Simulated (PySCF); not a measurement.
# MgCl at UHF-CCSD(T)

Level: UHF-CCSD(T). Mg def2-SVP, Cl def2-SVP; no relativity (PySCF 2.14).

| Quantity | Value |
| --- | --- |
| state | ²Σ⁺ (doublet), unpaired electrons σ ↑ |
| bond length | 0.2236 nm |
| harmonic wavenumber | 475 cm⁻¹ |
| force constant | 1.89 mdyn/Å |
| rotational constant Be | 0.2370 cm⁻¹ |
| anharmonicity ωexe | 1.69 cm⁻¹ |
| vibration–rotation constant αe | 0.00129 cm⁻¹ |
| well depth De to Mg + Cl | 2.97 eV |
| dissociation energy D0 | 2.95 eV |

Correlated steps freeze 6 core orbitals. Correlated levels converge slowly with the basis: in double zeta they bind strong bonds too weakly, by up to about 1 eV, and carry superposition errors of some tenths. The state is the lowest determinant that a PBE0 search found; another state may lie lower at other levels.
